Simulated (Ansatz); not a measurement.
Relaxation of C$_{2}$H$_{7}$Al (10 atoms, charge 0, multiplicity 1), to a largest force component of 0.02 eV/Å in at most 40 steps.

Theory: RKS PBE/def2-SVP in Ansatz 0.2.0.

```xyz
10
Properties=species:S:1:pos:R:3:forces:R:3
Al 0.000 0.000 0.000 -0.12 -0.28 0.54
C 0.000 0.000 1.970 -0.34 -0.66 -0.34
H -1.000 -0.309 2.341 0.14 -0.30 0.12
H 0.768 -0.711 2.341 -0.13 -0.19 0.00
C 0.318 1.397 2.477 0.03 0.16 0.07
H 0.916 1.326 3.410 -0.02 0.41 -0.01
H 0.897 1.948 1.708 0.19 0.48 0.32
H -0.628 1.940 2.686 0.23 0.24 0.00
H 1.351 0.000 -0.780 0.55 0.08 -0.31
H -1.351 0.000 -0.780 -0.53 0.07 -0.39
```

Problem. Where does it end, and by what steps?

Solution. The forces met the threshold. The force dipped under the threshold on the way, but the program's further checks kept it going. After 21 steps the energy has fallen by 0.215 eV; H9 moved furthest, 1.42 Å.

| step | energy less start (eV) | largest force component (eV/Å) | accepted |
| --- | --- | --- | --- |
| 0 | 0.0000 | 0.663 | yes |
| 1 | -0.1289 | 0.213 | yes |
| 2 | -0.1507 | 0.169 | yes |
| 3 | -0.1757 | 0.102 | yes |
| 4 | -0.1771 | 0.373 | yes |
| 5 | -0.1797 | 0.245 | yes |
| 6 | -0.1776 | 0.345 | no |
| 7 | -0.1864 | 0.075 | yes |
| 8 | -0.1902 | 0.045 | yes |
| 9 | -0.1941 | 0.094 | yes |
| 10 | -0.1954 | 0.177 | yes |
| 11 | -0.1991 | 0.100 | yes |
| 12 | -0.2049 | 0.067 | yes |
| 13 | -0.2087 | 0.108 | yes |
| 14 | -0.2108 | 0.070 | yes |
| 15 | -0.2125 | 0.091 | yes |
| 16 | -0.2140 | 0.068 | yes |
| 17 | -0.2146 | 0.044 | yes |
| 18 | -0.2151 | 0.038 | yes |
| 19 | -0.2153 | 0.021 | yes |
| 20 | -0.2154 | 0.013 | yes |
| 21 | -0.2155 | 0.006 | yes |

```xyz
10
Properties=species:S:1:pos:R:3
Al -0.145 -0.009 -0.058
C -0.120 0.121 1.914
H -1.177 0.014 2.255
H 0.363 -0.816 2.284
C 0.534 1.356 2.552
H 0.501 1.328 3.663
H 1.602 1.455 2.263
H 0.036 2.297 2.238
H 0.510 1.129 -0.987
H -0.832 -1.284 -0.753
```

Whether the end is a true minimum wasn't checked by a vibrational analysis.

The run took 47 s on 1 thread of Arm Neoverse V1, on a shared host, peak memory 0.11 GiB.
